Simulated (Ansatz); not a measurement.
The input, for Ansatz 0.2.0:

```yaml
crystal:
  periodic: [false, false, false]
  atoms:
    - {symbol: Si, position_ang: [0.000000, -0.060560, 1.276738]}
    - {symbol: Al, position_ang: [0.000000, 0.019806, -1.368563]}
    - {symbol: H, position_ang: [0.000000, 1.157247, 1.059674]}
basis:
  gaussian: {orbitals: "6-31++G**"}
magnetization: {spin_polarized: true, initial_magnetization: 0}
correlation: {method: bccd_t, electrons: outside_noble_gas}
output: {forces: true}
```

```sh
$ ansatz run in.yaml --threads 1 --pin off --events-out ev --progress --plain --max-ram 2393MiB
```

Output:

```
429 factors; integrals over basis functions are off by at most 1.0e-3 eV
mean field evaluation 1: about -14453.2350 eV, gradient 1.1e1 eV
mean field evaluation 2: about -14453.2540 eV, gradient 1.1e1 eV
mean field evaluation 4: about -14455.0458 eV, gradient 1.2e0 eV
mean field evaluation 8: about -14455.0840 eV, gradient 4.6e-3 eV
mean field evaluation 16: about -14455.2253 eV, gradient 9.5e-1 eV
mean field evaluation 32: about -14455.5867 eV, gradient 1.2e0 eV
mean field evaluation 64: about -14455.7805 eV, gradient 2.1e-6 eV
mean field evaluation 96: about -14453.5413 eV, gradient 7.5e0 eV
mean field evaluation 128: about -14455.1647 eV, gradient 1.8e0 eV
mean field evaluation 160: about -14456.7625 eV, gradient 2.8e-3 eV
...
mean field -14456.84966925 eV, -531.2794261405 hartree, gradient 1.4e-6 eV, S^2 1.116315; 30 other end points of the search recorded, 0 dependent functions left out
determinant -14456.84966925 eV, -531.2794261405 hartree, with singles and doubles -14460.57692371 eV, -531.4164002152 hartree
determinant -14456.76249516 eV, -531.2762225515 hartree, with singles and doubles -14460.56125019 eV, -531.4158242241 hartree
determinant -14455.78045779 eV, -531.2401333440 hartree, with singles and doubles -14459.59935031 eV, -531.3804750555 hartree
determinant -14455.62955953 eV, -531.2345879352 hartree, with singles and doubles -14459.82919416 eV, -531.3889216610 hartree
determinant -14455.36391166 eV, -531.2248255559 hartree, with singles and doubles -14458.89641096 eV, -531.3546425108 hartree
determinant -14455.21459447 eV, -531.2193382503 hartree, with singles and doubles -14458.79746774 eV, -531.3510064147 hartree
determinant -14455.18699914 eV, -531.2183241406 hartree, with singles and doubles -14458.86284464 eV, -531.3534089714 hartree
determinant -14455.13835777 eV, -531.2165366033 hartree, with singles and doubles -14458.90677683 eV, -531.3550234494 hartree
determinant -14454.21552403 eV, -531.1826230890 hartree, with singles and doubles -14458.32976897 eV, -531.3338188017 hartree
determinant -14454.02138973 eV, -531.1754887850 hartree, with singles and doubles -14457.98031811 eV, -531.3209767194 hartree
determinant -14456.84966925 eV, -531.2794261405 hartree, with singles and doubles -14460.57961366 eV, -531.4164990689 hartree
determinant -14456.76249516 eV, -531.2762225515 hartree, with singles and doubles -14460.56229838 eV, -531.4158627444 hartree
10 core orbitals not correlated: weight in the atoms' cores, before any rotation towards them, 1.000 or more for the frozen orbitals, at most 0.000 for the correlated occupied ones
reference -14456.76249516 eV, -531.2762225515 hartree; 4, 4 occupied and 38, 38 virtual orbitals, 429 factors
second order -2.84797713 eV of doubles, -0.00000000 eV of singles
...
cycle   9  -3.78975819 eV  change   -7.4e-5 eV  update   1.3e-4
cycle  10  -3.78981594 eV  change   -5.8e-5 eV  update   7.2e-5
cycle  11  -3.78984610 eV  change   -3.0e-5 eV  update   4.1e-5
cycle  12  -3.78986837 eV  change   -2.2e-5 eV  update   2.3e-5
cycle  13  -3.78987560 eV  change   -7.2e-6 eV  update   1.3e-5
cycle  14  -3.78988062 eV  change   -5.0e-6 eV  update   6.8e-6
cycle  15  -3.78988258 eV  change   -2.0e-6 eV  update   3.5e-6
cycle  16  -3.78988225 eV  change    3.3e-7 eV  update   1.8e-6
cycle  17  -3.78988219 eV  change    5.7e-8 eV  update   1.3e-6
cycle  18  -3.78988178 eV  change    4.1e-7 eV  update   9.9e-7
perturbative correction -0.17819750 eV, -0.0065486374 hartree
WARN: the results are in doubt because among natural orbitals full CI differs from the method by +0.423 eV
the calculation of the forces begins
Total energy: -14460.73057444 eV, -531.4220467755 hartree
Atom 0 at     0.000000    -0.060560     1.276738 Å, force     0.000000    -8.564385     0.291102 eV/Å
Atom 1 at     0.000000     0.019806    -1.368563 Å, force    -0.000000    -0.144418     1.014407 eV/Å
Atom 2 at     0.000000     1.157247     1.059674 Å, force     0.000000     8.708803    -1.305509 eV/Å
Dipole moment:    -0.000013     0.106008    -0.472064 e Å
In doubt: among natural orbitals full CI differs from the method by +0.423 eV
```

Forces (eV/Å):
```
Si   0.000 -8.564  0.291
Al   0.000 -0.144  1.014
H    0.000  8.709 -1.306
```

The singles that turn the determinant into the Brueckner one have T1 = 0.039.

Ran on 1 thread of Arm Neoverse V1, shared host: 20 s wall, 0.2 GiB peak host memory.
